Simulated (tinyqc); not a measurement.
Inside a calculation. Method: G0W0 on RHF in the sto-3g basis, for H2O, spin multiplicity 1. One step of it, computed by the program tinyqc.

Problem. Screening: direct RPA. With D = e_a - e_i and K = (ia|jb): diagonalise D^(1/2) (D + 4K) D^(1/2) = Z w^2 Z^T; X + Y = D^(1/2) Z w^(-1/2), each column of Z with its largest component positive (the first on a tie); E_c = (sum w - tr (D + 2K)) / 2.

orbital energies (hartree): MO1 -20.265750, MO2 -1.222605, MO3 -0.550349, MO4 -0.452021, MO5 -0.391302, MO6 0.506769, MO7 0.597276

Two-electron integrals over orbitals (pq|rs), unique and non-zero (hartree):
```
(11|11) 4.746426    (21|11) -0.425753   (21|21) 0.060440    (22|11) 1.015652
(22|21) -0.014668   (22|22) 0.724478    (31|31) 0.010935    (32|31) 0.017227
(32|32) 0.133192    (33|11) 0.775076    (33|21) -0.004703   (33|22) 0.624225
(33|33) 0.604092    (41|11) 0.174403    (41|21) -0.022632   (41|22) 0.013496
(41|33) 0.005917    (41|41) 0.024932    (42|11) -0.148719   (42|21) 0.008529
(42|22) -0.018354   (42|33) 0.004103    (42|41) 0.017724    (42|42) 0.128769
(43|31) -0.003003   (43|32) 0.025260    (43|43) 0.054537    (44|11) 0.939896
(44|21) -0.011650   (44|22) 0.660363    (44|33) 0.573042    (44|41) -0.008919
(44|42) -0.095169   (44|44) 0.711293    (51|51) 0.025977    (52|51) 0.033016
(52|52) 0.148808    (53|53) 0.027155    (54|51) -0.012617   (54|52) -0.046091
(54|54) 0.050236    (55|11) 1.115354    (55|21) -0.012024   (55|22) 0.752282
(55|33) 0.609984    (55|41) 0.004909    (55|42) -0.080372   (55|44) 0.694722
(55|55) 0.880159    (61|11) -0.202049   (61|21) 0.030794    (61|22) -0.001188
(61|33) 0.000765    (61|41) 0.002263    (61|42) 0.021059    (61|44) -0.016680
(61|55) -0.005423   (61|61) 0.027278    (62|11) 0.274330    (62|21) -0.005981
(62|22) 0.134870    (62|33) 0.070698    (62|41) 0.018607    (62|42) 0.029054
(62|44) 0.064728    (62|55) 0.144470    (62|61) 0.010261    (62|62) 0.097251
(63|31) 0.002971    (63|32) -0.033941   (63|43) -0.034757   (63|63) 0.070346
(64|11) 0.264026    (64|21) -0.003469   (64|22) 0.120278    (64|33) 0.049239
(64|41) 0.000581    (64|42) -0.051504   (64|44) 0.131763    (64|55) 0.145287
(64|61) -0.002357   (64|62) 0.058725    (64|64) 0.095076    (65|51) 0.013375
(65|52) 0.052058    (65|54) 0.004272    (65|65) 0.035315    (66|11) 0.798056
(66|21) -0.007490   (66|22) 0.603686    (66|33) 0.557172    (66|41) 0.018494
(66|42) 0.048241    (66|44) 0.549485    (66|55) 0.585757    (66|61) 0.009210
(66|62) 0.096353    (66|64) 0.052790    (66|66) 0.590687    (71|31) 0.014479
(71|32) 0.021678    (71|43) -0.004059   (71|63) 0.003401    (71|71) 0.019205
(72|31) 0.014580    (72|32) 0.050626    (72|43) -0.033079   (72|63) 0.031719
(72|71) 0.018445    (72|72) 0.066110    (73|11) 0.367301    (73|21) -0.007099
(73|22) 0.156020    (73|33) 0.089157    (73|41) -0.000401   (73|42) -0.081105
(73|44) 0.141849    (73|55) 0.199037    (73|61) -0.006114   (73|62) 0.069350
(73|64) 0.099605    (73|66) 0.044094    (73|73) 0.160179    (74|31) -0.008781
(74|32) -0.075340   (74|43) -0.011305   (74|63) 0.051702    (74|71) -0.011594
(74|72) -0.016278   (74|74) 0.072552    (75|53) 0.023784    (75|75) 0.024420
(76|31) 0.007727    (76|32) 0.086564    (76|43) 0.059252    (76|63) -0.062039
(76|71) 0.009930    (76|72) -0.007240   (76|74) -0.060863   (76|76) 0.110721
(77|11) 0.834103    (77|21) -0.008683   (77|22) 0.608693    (77|33) 0.588138
(77|41) 0.003988    (77|42) -0.015370   (77|44) 0.580680    (77|55) 0.607736
(77|61) -0.003562   (77|62) 0.061625    (77|64) 0.047466    (77|66) 0.555417
(77|73) 0.089388    (77|77) 0.597509
```

Give: D^(1/2) (D + 4K) D^(1/2); excitation energies w; X + Y; RPA correlation energy.

Solution.

D^(1/2) (D + 4K) D^(1/2) (hartree^2), lower triangle:
```
         1>6      1>7    2>6     2>7    3>6    3>7    4>6    4>7
1>6  433.764
1>7    0.000  436.869
2>6    0.246    0.000  3.663
2>7    0.000    0.455  0.000   3.793
3>6    0.000    0.064  0.000   0.176  1.415
3>7   -0.119    0.000  0.391   0.000  0.000  2.052
4>6   -0.042    0.000  0.302   0.000  0.000  0.418  1.284
4>7    0.000   -0.217  0.000  -0.090  0.218  0.000  0.000  1.406
5>6    0.000    0.000  0.000   0.000  0.000  0.000  0.000  0.000
5>7    0.000    0.000  0.000   0.000  0.000  0.000  0.000  0.000

       5>6    5>7
5>6  0.933
5>7  0.000  1.074
```

excitation energies w (hartree): 0.966  1.036  1.046  1.086  1.275  1.446  1.951  1.953  20.827  20.901

X + Y:
```
         1      2       3       4       5       6       7       8
1>6  0.000  0.000   0.000   0.000   0.000   0.002   0.000  -0.002
1>7  0.000  0.000   0.000   0.002   0.001   0.000  -0.004   0.000
2>6  0.000  0.000  -0.065   0.000   0.000  -0.316   0.000   0.900
2>7  0.000  0.000   0.000   0.093  -0.033   0.000   0.963   0.000
3>6  0.000  0.000   0.000  -0.695   0.643   0.000   0.052   0.000
3>7  0.000  0.000  -0.400   0.000   0.000   0.793   0.000   0.191
4>6  0.000  0.000   0.883   0.000   0.000   0.287   0.000   0.109
4>7  0.000  0.000   0.000   0.694   0.642   0.000  -0.023   0.000
5>6  0.964  0.000   0.000   0.000   0.000   0.000   0.000   0.000
5>7  0.000  0.977   0.000   0.000   0.000   0.000   0.000   0.000

         9     10
1>6  0.999  0.000
1>7  0.000  0.999
2>6  0.000  0.000
2>7  0.000  0.000
3>6  0.000  0.000
3>7  0.000  0.000
4>6  0.000  0.000
4>7  0.000  0.000
5>6  0.000  0.000
5>7  0.000  0.000
```

RPA correlation energy = -0.06569 hartree
